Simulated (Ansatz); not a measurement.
We consider hcp Zn, described by rVV10 (Ansatz, an electronic-structure program, plane waves, PAW).

Settings: plane-wave cutoff 500 eV, 36×36×16 k mesh (along the axes of the cell as run), Fermi–Dirac smearing 0.1 eV, scalar-relativistic PAW data made under PBE.

Computed at the level's own relaxed cell.

### Question
What does this level give for the volume per atom, equilibrium lattice constant a and c axis length?

### Answer

- volume per atom = 15.65 Å³/atom
- equilibrium lattice constant a = 2.648 Å
- c axis length = 5.157 Å

Measured, for comparison: lattice constant a 2.665 Å (293 K, no zero-point or thermal correction, our sources range from 2.660 to 2.665; as tabulated in Wikipedia's data pages); lattice parameter c 4.946 Å (293 K, no zero-point or thermal correction; as tabulated in Wikipedia's data pages). Computed (rounded) less measured: lattice constant a -0.6 % (-0.5 % to -0.6 % over the range), lattice parameter c +4.3 %. A static lattice is as a rule a little smaller and stiffer than an uncorrected measurement, which narrows the difference in the lattice constant a and would widen misses of the other sign.
